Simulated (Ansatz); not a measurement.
Cartesian coordinates (Å):
```xyz
4

N      0.0003    -0.0011     0.3040
H     -0.5655    -0.7454    -0.1034
H     -0.3632     0.8629    -0.0979
H      0.9284    -0.1164    -0.1027
```
Charge 0, multiplicity 1.

Level of theory: frozen-core CCSD(T)/cc-pVTZ // PBE0-D3(BJ)/def2-SVP run with Ansatz (an electronic-structure program).

The HF energy comes out as -56.21710 Ha and the MP2 correlation energy is -0.23573 Ha.

Question: Estimate the CCSD correlation energy, the (T) correction, the total energy and the T1 diagnostic.

Answer: 
- CCSD correlation energy: -0.24829 Ha
- (T) correction: -0.00774 Ha
- CCSD(T) total energy: -56.47312 Ha
- T1 diagnostic: 0.006
